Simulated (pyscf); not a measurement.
Substitution at C: H₃C–Sb(CH₃)–CH₃ (SMILES [CH3][Sb]([CH3])[CH3]) + H• (SMILES [H]) → H₃C–Sb•–CH₃ (SMILES [CH3][Sb][CH3]) + CH₄ (SMILES C)

Gas phase, doublet surface, charge 0. Bonds broken: Sb1–C2. Bonds formed: C2–H14. PySCF, gas phase, ωB97X-D3(BJ)/def2-SVP geometries.

Transition state (Å):

```xyz
14

Sb     0.7254     0.0560     0.4165
C      1.1845     1.8451    -1.0554
C     -1.0766    -0.4743    -0.6508
C     -0.2958     1.3502     1.8129
H      1.9629     2.3541    -0.4824
H      0.1738     2.2615    -1.0388
H      1.4956     1.2776    -1.9354
H     -0.8239    -1.0153    -1.5751
H     -1.6506     0.4290    -0.9081
H     -1.7038    -1.1281    -0.0259
H     -0.9588     2.0465     1.2771
H     -0.9000     0.7484     2.5086
H      0.4354     1.9279     2.3980
H      1.3977     3.1132    -2.0636
```

One imaginary mode, 1367i cm⁻¹; descent along it reached the two sides named.

```tsv
bond	change	reactant side (Å)	saddle	product side
Sb1–C2	breaks	2.159	2.362	4.0
C2–H14	forms	3.8	1.634	1.099
```

Electronic energies relative to the separated reactants (eV):

```
level                   barrier  reaction energy  reverse barrier
----------------------  -------  ---------------  ---------------
ωB97X-D3(BJ)/def2-TZVP     0.65            -1.98             2.62
PBE/def2-TZVP              0.27            -2.11             2.38
r²SCAN/def2-TZVP           0.25            -2.18             2.43
B3LYP-D3(BJ)/def2-TZVP     0.32            -2.21             2.52
PBE0-D3(BJ)/def2-TZVP      0.41            -2.06             2.48
M06-2X/def2-TZVP           0.50            -2.32             2.82
ωB97M-D3(BJ)/def2-TZVP     0.57            -2.18             2.74
HF/def2-TZVP               1.07            -2.22             3.29
```

With ωB97M-D3(BJ)/def2-TZVP energies and thermal terms (ideal gas, 1 atm, RRHO with modes under 100 cm⁻¹ raised to 100, one conformer, R ln 2 for chiral ones without a mode under 150 cm⁻¹), in eV:

```
T (K)   ΔH‡   ΔG‡     ΔH     ΔG
-----  ----  ----  -----  -----
298    0.59  0.85  -1.99  -2.11
600    0.56  1.13  -2.06  -2.21
900    0.55  1.41  -2.14  -2.27
1200   0.53  1.70  -2.20  -2.30
```

Abstraction by the radical was not located in this set and often lies lower. One saddle was located; it need not be the lowest between these sides. The angle at the attacked C is 176°. Elements past Kr carry the def2 core potentials, without spin-orbit coupling.
